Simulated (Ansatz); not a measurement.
Reaction (hydrogenolysis of a C–C bond): `C=C(C)C(F)Cl` + H₂ → `FCCl` + `C=CC`

Calculated with Ansatz (gas phase, PBE0-D4/def2-TZVP geometries, no zero-point term in ΔE). CCSD(T)/CBS is the MP2 limit (def2-TZVPP, def2-QZVPP) plus CCSD(T) − MP2 in def2-TZVPP, frozen cores. This one scheme is used for every species. DFT in def2-TZVPP. Each species was taken in one conformer, which may not be the lowest.

(1) Is it downhill or uphill in electronic energy at CCSD(T)/CBS, and by how much? (Estimate.)

(2) What do these levels give: r2SCAN-D4, B2PLYP, PBE, CCSD/def2-TZVPP, CCSD(T)/def2-TZVPP, SCS-MP2/def2-QZVPP? (Estimate.)

Largest T1 diagnostic among the species: 0.011.

Answers

(1) Ansatz gave: Downhill: ΔE = -32.1 kJ/mol.

(2) Ansatz gave: r2SCAN-D4 -28.4, B2PLYP -41.4, PBE -39.0, CCSD/def2-TZVPP -39.7, CCSD(T)/def2-TZVPP -32.6, SCS-MP2/def2-QZVPP -33.9 kJ/mol.

The D4 term adds +15.1 kJ/mol with B3LYP and +8.3 kJ/mol with PBE0; it sums over pairs of atoms, weighted by their polarisabilities, and B3LYP, whose exchange is more repulsive, gets the larger term. From PBE to PBE0 (25 % exact exchange), in def2-TZVPP and without D4, ΔE moves by −3.0 kJ/mol.

B3LYP here is the variant with VWN-RPA as its local correlation; programs differ in this.
